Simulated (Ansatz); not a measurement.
# HOSi: the cost of one run

Method: the levels named in each step, in Ansatz 0.2.0.

### 1 The structure to begin with

Bond lengths: O1–Si2 1.529 Å, O1–H3 0.969 Å. Angles: Si2–O1–H3 180.0°.

Structure file:

```xyz
3

O     0.0000    0.0000   -0.1866
Si    0.0000    0.0000    1.3420
H     0.0000    0.0000   -1.1554
```

### 2 A rough first relaxation, PBE-D4/def2-SVP

This run stands in another session on the same molecule. It ended at:

```xyz
3

O     0.0000    0.0000   -0.1988
Si    0.0000    0.0000    1.3768
H     0.0000    0.0000   -1.1780
```

### 3 Relaxation, PBE0-D4/def2-TZVPP

This run stands in another session on the same molecule. It ended at:

```xyz
3

O     0.0000    0.0000   -0.1916
Si    0.0000    0.0000    1.3462
H     0.0000    0.0000   -1.1545
```

### 4 Frequencies, PBE0-D4/def2-TZVPP

input.yaml

```yaml
crystal:
  periodic: [false, false, false]
  atoms:
    - { symbol: O, position_ang: [0.0, 0.0, -0.19164407] }
    - { symbol: Si, position_ang: [0.0, 0.0, 1.34616455] }
    - { symbol: H, position_ang: [0.0, 0.0, -1.15451048] }
total_charge: 1
basis:
  gaussian: { orbitals: def2-TZVPP }
hamiltonian:
  xc: pbe0
  dispersion: d4
phonons: {}
```

On the command line:

```bash
$ ansatz run input.yaml --threads 2 --pin off --max-ram 5120MiB --backend cpu --events-out ev --progress --plain --runs-dir out
```

What time and memory should one allow on 2 threads of Intel Xeon at 2.50GHz (Skylake/Cascade Lake), shared host?

About 19 s, with a peak of 0.13 GiB.
